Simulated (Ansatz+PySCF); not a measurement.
Results of a calculation; reference values are marked as such.
Input for PySCF 2.14.0:

```python
from pyscf import gto, scf, cc

mol = gto.M(atom="""
Li 0.000000 0.000000 3.015000
C 0.000000 0.000000 0.000000
Li 0.000000 0.000000 -3.015000
""", basis='sto-3g', charge=0, spin=0)
mf = scf.RHF(mol)
mf.kernel()
mycc = cc.CCSD(mf, frozen=3).run()
et = mycc.ccsd_t()
print(mf.e_tot, mycc.e_corr, et, mycc.e_tot + et)
```

The script is written out from the run's settings.

The run gave:

```json
{"Converged": "yes", "Reference energy": "-51.67939 hartree", "CCSD correlation energy": "-0.13260 hartree", "Triples correction": "-0.00278 hartree", "Total energy": "-51.81477 hartree", "Spin squared of the determinant": "0.000"}
```

Caution: large amplitudes, a single reference is doubtful; an unrestricted determinant lies well below.
